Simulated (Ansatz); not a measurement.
bcc Rb was calculated with r²SCAN50 (Ansatz, a first-principles code, plane waves, PAW).

Settings: plane-wave cutoff 520 eV, 8×8×8 k mesh, Fermi–Dirac smearing 0.05 eV, scalar-relativistic PAW data made under PBE.

The volume scan:

```tsv
V (Å³/atom)	E − E_lowest (meV/atom)
91.917	2.10
94.336	0.49
95.412	0.14
96.755	0.00
99.174	0.50
101.593	1.89
```

What bulk modulus B0 and pressure derivative B′ does a third-order Birch–Murnaghan fit give?

V0 = 96.687 Å³/atom, B0 = 2.63 GPa, B′ = 3.8 (fit to the energies at full precision).

Measured, for comparison: bulk modulus 2.92 GPa (corrected for temperature and zero-point phonon effects, our sources range from 2.92 to 3.60; as tabulated in Levämäki et al. (2014), arXiv:1402.3671); equilibrium volume per atom 86.68 Å³/atom (low-temperature or extrapolated to 0 K; zero-point anharmonic expansion removed; as tabulated in Csonka et al. (2009), arXiv:0903.4037). Computed (rounded) less measured: bulk modulus not scored (sources differ), equilibrium volume per atom +11.5 %.

Static lattice: no zero-point or thermal effects.

The result took roughly 15 core-minutes.
